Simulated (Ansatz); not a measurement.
A made-up structure of C2H2B, doublet:

```xyz
5
angstrom
B -1.4258 0.6117 -0.0805
C 0.0816 0.0157 -0.0868
C 1.3687 -0.4324 -0.2020
H -2.5162 0.6304 0.6681
H 2.4917 -0.8254 -0.2988
```

It is relaxed with PBE-D4/def2-SVP and then PBE0-D4/def2-TZVP (Ansatz 0.2.0). Atoms count as bonded within 1.22 times the sum of their covalent radii (H–H: 0.88 Å). The end point is not checked to be a true minimum.

Problem. Does its bonding change? (A judgement: the text doesn't fix the answer.)

Solution. By the calculation: No: no bond forms or breaks.

Where it ends: The first stage lowers the energy by 1.27 eV in 6 steps. It ends as C₂H₂B ([BH][C][CH]):
B1  (-1.273, 0.546, -0.072)
C2  (0.073, 0.014, -0.078)
C3  (1.222, -0.386, -0.180)
H4  (-2.246, 0.563, 0.597)
H5  (2.225, -0.737, -0.267)
(Å)

Labels in which every atom is bracketed show which atoms are joined, not bond orders.

For scale, one of the runs: PBE0-D4/def2-TZVP relaxation, 105 basis functions, launched by `ansatz run in.yaml --threads 2 --pin off --events-out ev --progress --plain --max-ram 4352MiB`. Hardware: 2 CPU threads of an Intel Xeon 6975P-C, shared host. Wall time about 6.5 s.
